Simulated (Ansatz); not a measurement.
Worked example: correlation energy of C3H4, singlet

Geometry: MP2(full)/6-31G*, from the G2/97 set.

```xyz
7

C     0.0000    0.0000    0.0000
C     0.0000    0.0000    1.3112
C     0.0000    0.0000   -1.3112
H     0.0000    0.9268    1.8766
H     0.0000   -0.9268    1.8766
H     0.9268    0.0000   -1.8766
H    -0.9268    0.0000   -1.8766
```

Basis 6-31G; Ansatz 0.2.0. Only valence electrons are correlated (noble-gas cores frozen), which leaves 16 electrons in 32 orbitals. R marks a restricted (for open shells ROHF) determinant.

Full CI isn't at hand for all of this; RCCSDTQ serves as the reference, and is uncertain by about the last step of the cluster series.

Runs differ by some tens of microhartree through their thresholds, so steps under 0.03 kcal/mol mean nothing.

```csv
level,total energy (hartree)
RHF,-115.820718
RMP2,-116.083338
RCCSD,-116.117287
RCCSD(T),-116.126619
RCCSDT,-116.127147
RCCSDT(Q),-116.127801
RCCSDTQ,-116.127724
```

Question: What is the correlation energy at RCCSDTQ, and what share of it do RMP2 and RCCSD recover?

Answer: E(corr) = -116.127724 − (-115.820718) = -0.307006 hartree = -8.354 eV. RMP2: -0.262620 / -0.307006 = 85.54 %. RCCSD: -0.296569 / -0.307006 = 96.60 %.

Question: By how many kcal/mol does RCCSD(T) miss RCCSDTQ (1 hartree = 627.509 kcal/mol), and which steps make up the rest?

Answer: -116.126619 − (-116.127724) = 0.001105 hartree = 0.69 kcal/mol. Steps: RCCSDT − RCCSD(T) = -0.33, RCCSDT(Q) − RCCSDT = -0.41, RCCSDTQ − RCCSDT(Q) = 0.05 kcal/mol. That is within 1 kcal/mol of the reference in this basis, which itself misses far more of the correlation at the basis-set limit.
